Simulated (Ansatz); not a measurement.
# CH6Al2: molecular dynamics

Aim: follow the molecule's vibrations and see whether its bonds hold. The start is relaxed first. Runs: 120 steps of 2 fs under a Langevin thermostat at 500 K. SMILES of the start: [AlH2][CH2][AlH2].

All numbers below are computed with Ansatz 0.2.0 (RHF/def2-SVP).

**1. Starting point**

Bond lengths: Al1–C2 1.925 Å, C2–Al3 1.987 Å, Al1–H4 1.553 Å, Al1–H5 1.639 Å, C2–H6 1.100 Å, C2–H7 1.134 Å, Al3–H8 1.595 Å, Al3–H9 1.630 Å. Angles: Al1–C2–Al3 108.4°, Al1–C2–H6 108.8°, Al1–C2–H7 110.8°, Al3–C2–H6 110.6°, Al3–C2–H7 110.2°, H6–C2–H7 108.0°, C2–Al1–H4 121.7°, C2–Al1–H5 121.3°, H4–Al1–H5 117.0°, C2–Al3–H8 118.7°, C2–Al3–H9 120.4°, H8–Al3–H9 120.7°.

As a file:

```xyz
9

Al   -0.7526    0.9118   -1.0764
C     0.7781    0.0724   -0.2646
Al    0.1521   -1.0296    1.2656
H    -1.9192    0.0788   -1.6733
H    -0.8838    2.5429   -1.1636
H     1.2779   -0.5572   -1.0161
H     1.5219    0.8506    0.0923
H     0.4845   -2.5892    1.2724
H    -0.5704   -0.3268    2.5466
```

**2. Relaxing the start**

Input file input.yaml:

```yaml
crystal:
  periodic: [false, false, false]
  atoms:
    - { symbol: Al, position_ang: [-0.7526, 0.9118, -1.0764] }
    - { symbol: C, position_ang: [0.7781, 0.0724, -0.2646] }
    - { symbol: Al, position_ang: [0.1521, -1.0296, 1.2656] }
    - { symbol: H, position_ang: [-1.9192, 0.0788, -1.6733] }
    - { symbol: H, position_ang: [-0.8838, 2.5429, -1.1636] }
    - { symbol: H, position_ang: [1.2779, -0.5572, -1.0161] }
    - { symbol: H, position_ang: [1.5219, 0.8506, 0.0923] }
    - { symbol: H, position_ang: [0.4845, -2.5892, 1.2724] }
    - { symbol: H, position_ang: [-0.5704, -0.3268, 2.5466] }
basis:
  gaussian: { orbitals: def2-SVP }
hamiltonian:
  xc: hf
relax:
  f_tol: 0.02
  max_steps: 40
```

The run is started by

```bash
$ ansatz run input.yaml --threads 1 --pin off --max-ram 2048MiB --backend cpu --events-out ev --progress --plain --runs-dir out
```

After this run come: The run.

What does the calculation give? Wanted: relaxation of the start; temperature, first and last step; temperature, second half; potential energy, second half; bonds formed or broken.

The runs gave:

| quantity | value |
| --- | --- |
| relaxation of the start | 11 moves, 0.178 eV lower |
| length | 120 steps of 2 fs |
| temperature, first and last step | 444 and 381 K |
| temperature, second half | mean 335 K, from 197 to 501 K |
| potential energy, second half | +37 meV/atom from the start |
| bonds formed or broken | 0 |

**Reading.** Against a set 500 K the second half averages 335 K with a spread of 70 K; 37 meV/atom has gone into potential energy, and a thermostat that acts over some 200 fs has not made it up in 240 fs. A step of 2 fs is long for atoms as light as 1 u, and this run prints no conserved energy by which to check it. No bond forms or breaks. 240 fs on 9 atoms is far too short and small for converged averages. The nuclei move classically, without zero-point motion, which matters most for hydrogen.
